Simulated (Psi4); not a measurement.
# UKT2/4ZaPa-NR (density fitting) run of SF (Monosulfur monofluoride)

Aim: the energy change on altering one bond length of SF (Monosulfur monofluoride) at UKT2/4ZaPa-NR (density fitting), from 2 runs. 

The results are computed with Psi4 1.11.

1 further run of the same task is left out (set aside as unsound or not needed).

**1. The system as given**

SF has 2 atoms, charge 0, and is taken as a doublet. SMILES: `F[S]`. The coordinates come from a GFN2-xTB relaxation.

Bond lengths: F1–S2 1.627 Å.

**2. Energy and forces at UKT2/4ZaPa-NR (density fitting)**

Input file input.in:

```
memory 1.6 GB

molecule m {
  0 2
  F
  S 1 1.62653
}

set basis 4ZaPa-NR
set reference uks
set scf_type df

energy_value, wavefunction = gradient("kt2", return_wfn=True)
```

Started as:

```console
$ psi4 -n 1 input.in input.out
```

input.out:

```text
[...]
  Running in c2v symmetry.
[...]
  Nuclear repulsion =   46.849131793744952
[...]
  Multiplicity = 2
[...]
  Nalpha       = 13
  Nbeta        = 12
[...]
    Number of basis functions: 151
[...]
   @DF-UKS iter   1:  -502.35713460067319   -2.26222e-01   6.60671e-03 DIIS/ADIIS
[...]
   @DF-UKS iter  12:  -502.41768786342141   -1.30740e-12   2.16242e-09 DIIS
[...]
   @S^2 Observed:                7.538639364E-01
[...]
    Orbital Energies [Eh]
    ---------------------
    Alpha Occupied:
       1A1   -88.926273     2A1   -24.746011     3A1    -7.902296
       1B2    -5.878529     4A1    -5.878422     1B1    -5.861085
       5A1    -1.174894     6A1    -0.678044     7A1    -0.465871
       2B2    -0.447762     2B1    -0.430279     3B2    -0.276925
       3B1    -0.235591
    Alpha Virtual:
       8A1    -0.118201     9A1     0.015008     4B2     0.051061
       4B1     0.056624    10A1     0.061809    11A1     0.108999
       1A2     0.109059     5B2     0.130498    12A1     0.130600
       5B1     0.139318     6B2     0.199676     6B1     0.207908
[...]
  @DF-UKS Final Energy:  -502.41768786342141
   => Energetics <=
    Nuclear Repulsion Energy =             46.8491317937449523
    One-Electron Energy =                -782.8687328928101579
    Two-Electron Energy =                 274.2514235748810734
    DFT Exchange-Correlation Energy =     -40.6495103392372741
    Empirical Dispersion Energy =           0.0000000000000000
    VV10 Nonlocal Energy =                  0.0000000000000000
    Total Energy =                       -502.4176878634214063
[...]
 Multipole Moments:
 ------------------------------------------------------------------------------------
     Multipole            Electronic (a.u.)      Nuclear  (a.u.)        Total (a.u.)
 ------------------------------------------------------------------------------------
 L = 1.  Multiply by 2.5417464519 to convert [e a0] to [Debye]
 Dipole X            :          0.0000000            0.0000000            0.0000000
 Dipole Y            :          0.0000000            0.0000000            0.0000000
 Dipole Z            :         -0.7081546            0.9784726            0.2703180
 Magnitude           :                                                    0.2703180
[...]
  -Total Gradient:
     Atom            X                  Y                   Z
    ------   -----------------  -----------------  -----------------
       1        0.000000000000    -0.000000000000    -0.014126372690
       2        0.000000000000     0.000000000000     0.014178218235
[...]
```

It took 6.6 s on 1 thread of AMD EPYC 9R45 (Zen 5), shared host; peak memory 0.55 GiB.

**3. The distorted shape**

Input file input.json:

```json
{
  "schema_name": "qcschema_input",
  "schema_version": 1,
  "molecule": {
    "schema_name": "qcschema_molecule",
    "schema_version": 2,
    "symbols": ["F", "S"],
    "geometry": [-0.16490506, 0.04279663, -0.17451243, 0.4619341, -0.28598359, 2.77741174],
    "molecular_charge": 0,
    "molecular_multiplicity": 2
  },
  "driver": "gradient",
  "model": {
    "method": "kt2",
    "basis": "4ZaPa-NR"
  },
  "keywords": {
    "reference": "uks",
    "scf_type": "df"
  }
}
```

Started as:

```console
$ psi4 --qcschema input.json -n 1 --memory 1600MB
```

stdout:

```text
[...]
  Running in c2v symmetry.
[...]
  Nuclear repulsion =   47.437047266829055
[...]
  Multiplicity = 2
[...]
  Nalpha       = 13
  Nbeta        = 12
[...]
    Number of basis functions: 151
[...]
   @DF-UKS iter   1:  -502.35819416139344   -2.05710e-01   6.58924e-03 ADIIS/DIIS
[...]
   @DF-UKS iter  12:  -502.41801921075688   -5.11591e-13   1.41032e-09 DIIS
[...]
   @S^2 Observed:                7.538462349E-01
[...]
    Orbital Energies [Eh]
    ---------------------
    Alpha Occupied:
       1A1   -88.924066     2A1   -24.748360     3A1    -7.900516
       1B1    -5.876695     4A1    -5.876565     1B2    -5.859307
       5A1    -1.182723     6A1    -0.677927     7A1    -0.468157
       2B1    -0.453267     2B2    -0.435587     3B1    -0.274611
       3B2    -0.233307
    Alpha Virtual:
       8A1    -0.112298     9A1     0.015303     4B1     0.051032
       4B2     0.056569    10A1     0.062637     1A2     0.109247
      11A1     0.109282    12A1     0.131257     5B1     0.131395
       5B2     0.139959     6B1     0.200237     6B2     0.208598
[...]
  @DF-UKS Final Energy:  -502.41801921075688
   => Energetics <=
    Nuclear Repulsion Energy =             47.4370472668290546
    One-Electron Energy =                -784.0188448672222421
    Two-Electron Energy =                 274.8228197338201539
    DFT Exchange-Correlation Energy =     -40.6590413441838336
    Empirical Dispersion Energy =           0.0000000000000000
    VV10 Nonlocal Energy =                  0.0000000000000000
    Total Energy =                       -502.4180192107568814
[...]
 Multipole Moments:
 ------------------------------------------------------------------------------------
     Multipole            Electronic (a.u.)      Nuclear  (a.u.)        Total (a.u.)
 ------------------------------------------------------------------------------------
 L = 1.  Multiply by 2.5417464519 to convert [e a0] to [Debye]
 Dipole X            :          0.0000000            0.0000000            0.0000000
 Dipole Y            :          0.0000000           -0.0000000           -0.0000000
 Dipole Z            :         -0.7322070            0.9663458            0.2341388
 Magnitude           :                                                    0.2341388
[...]
  -Total Gradient:
     Atom            X                  Y                   Z
    ------   -----------------  -----------------  -----------------
       1       -0.000000000000     0.000000000000    -0.002991570674
       2        0.000000000000    -0.000000000000     0.003061977440
[...]
```

The result, in JSON:

```text
{
 "driver": "gradient",
 "model": {
  "method": "kt2",
  "basis": "4ZaPa-NR"
 },
 "success": true,
 "return_result": [-6.310887241768095e-30, 0.0, -0.0029915706741535653, 0.0, -1.8932661725304283e-29, 0.0030619774395652666],
 "properties": {
  "calcinfo_nbasis": 151,
  "calcinfo_nmo": 151,
  "calcinfo_nalpha": 13,
  "calcinfo_nbeta": 12,
  "calcinfo_natom": 2,
  "nuclear_repulsion_energy": 47.437047266829055,
  "return_energy": -502.4180192107569,
  "return_gradient": [-6.310887241768095e-30, 0.0, -0.0029915706741535653, 0.0, -1.8932661725304283e-29, 0.0030619774395652666],
  "scf_one_electron_energy": -784.0188448672222,
  "scf_two_electron_energy": 274.82281973382015,
  "scf_xc_energy": -40.659041344183834,
  "scf_dipole_moment": [0.0, -4.73833699964304e-68, 0.23413876220196006],
  "scf_total_energy": -502.4180192107569,
  "scf_total_gradient": [-6.310887241768095e-30, 0.0, -0.0029915706741535653, 0.0, -1.8932661725304283e-29, 0.0030619774395652666],
  "scf_iterations": 12
 }
}
```

Run time: 6.9 s. Hardware: 1 thread of AMD EPYC 9R45 (Zen 5), shared host; peak memory 0.55 GiB.

**4. Results**

Level: UKT2/4ZaPa-NR (density fitting).

| quantity | value |
| --- | --- |
| first shape: total energy | -502.41769 Eh |
| first shape: dipole moment | 0.69 D |
| first shape: HOMO energy (highest over α and β) | -5.98 eV |
| first shape: LUMO energy (lowest over α and β) | -5.61 eV |
| first shape: ⟨S²⟩ | 0.754 |
| first shape: largest force on an atom | 0.729 eV/Å |
| distorted shape: total energy | -502.41802 Eh |
| distorted shape: dipole moment | 0.60 D |
| distorted shape: HOMO energy (highest over α and β) | -5.92 eV |
| distorted shape: LUMO energy (lowest over α and β) | -5.55 eV |
| distorted shape: ⟨S²⟩ | 0.754 |
| distorted shape: largest force on an atom | 0.157 eV/Å |
| energy change with the F1–S2 bond shortened from 1.627 to 1.606 Å | -0.009 eV |

What this shows: With the F1–S2 bond shortened from 1.627 to 1.606 Å the energy falls by 0.01 eV (0.2 kcal/mol). The first shape isn't relaxed at this level, so the change isn't measured from a minimum. The largest force (first shape) is 0.73 eV/Å: the shape isn't a stationary point for this species at this level.
